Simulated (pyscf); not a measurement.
Structures and frequencies: ωB97X-D3(BJ)/def2-SVP in PySCF.

### Question
How much does it cost (ΔH, 298 K, ωB97M-D3(BJ)/def2-TZVP) to split O=Mo(=O)(OH)–Cl (SMILES [O]=[Mo](=[O])([OH])[Cl]) at its Cl–Mo bond into [O=Mo(=O)–OH]• + Cl•?

### Answer
Cl–Mo to [O=Mo(=O)–OH]• + Cl•: 404.1 kJ/mol. The 7 functionals that were run give +394.7 (M06-2X) to +436.3 kJ/mol (PBE). The radicals are drawn with the spin at the cut bond; how far it spreads was not checked. Other isomers of [O=Mo(=O)–OH]• were not searched in full and may lie lower. Left out: the spin-orbit lowering of Cl. Open-shell species with a d-block atom are single-reference here; other states, and whether the spin sits on metal or ligand, were not checked. Elements past Kr carry the def2 core potentials, without spin-orbit coupling.
